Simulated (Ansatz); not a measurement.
# Forces away from equilibrium

CH2NOS (charge -1), closed shell, at a frame of a short PBE0-D4/def2-SVPD trajectory.

N1  (0.350, -1.352, 0.343)
C2  (0.906, -0.287, 0.048)
O3  (0.074, 0.786, -0.232)
S4  (-1.367, -0.183, 0.111)
H5  (1.975, 0.017, 0.070)
H6  (-1.969, 1.034, -0.189)
(Å)

Program: Ansatz 0.2.0. Basis: def2-TZVPPD. Cores are frozen in the correlated methods.

CCSD(T) forces from the calculation:
```json
{"atom": "N1", "Fx": "0.252", "Fy": "-1.362", "Fz (eV/Å)": "0.339"}
{"atom": "C2", "Fx": "1.492", "Fy": "1.202", "Fz (eV/Å)": "0.011"}
{"atom": "O3", "Fx": "0.440", "Fy": "-0.011", "Fz (eV/Å)": "0.058"}
{"atom": "S4", "Fx": "-1.575", "Fy": "0.191", "Fz (eV/Å)": "-0.128"}
{"atom": "H5", "Fx": "-0.439", "Fy": "-0.179", "Fz (eV/Å)": "-0.248"}
{"atom": "H6", "Fx": "-0.170", "Fy": "0.160", "Fz (eV/Å)": "-0.032"}
```

(1) Which atom feels the largest CCSD(T) force, and how large is it?

No T1 diagnostic of these runs exceeds 0.022. These are differences at one structure, and CCSD(T) in triple zeta is itself an approximation.

Answers

(1) C2, 1.92 eV/Å, along (0.78, 0.63, 0.01).

Root-mean-square difference of the force components from those of CCSD(T): PBE-D4 0.225; r2SCAN-D4 0.217; PBE0-D4 0.399; wB97M-V 0.399 eV/Å.

For scale, one of the runs: CCSD(T)/def2-TZVPPD forces, 199 basis functions, launched by `ansatz run in.yaml --threads 2 --pin off --events-out ev --progress --plain --max-ram 3481MiB`. Hardware: 2 CPU threads of an Arm Neoverse V2, shared host. Wall time 10 min; peak host memory 2.5 GiB.
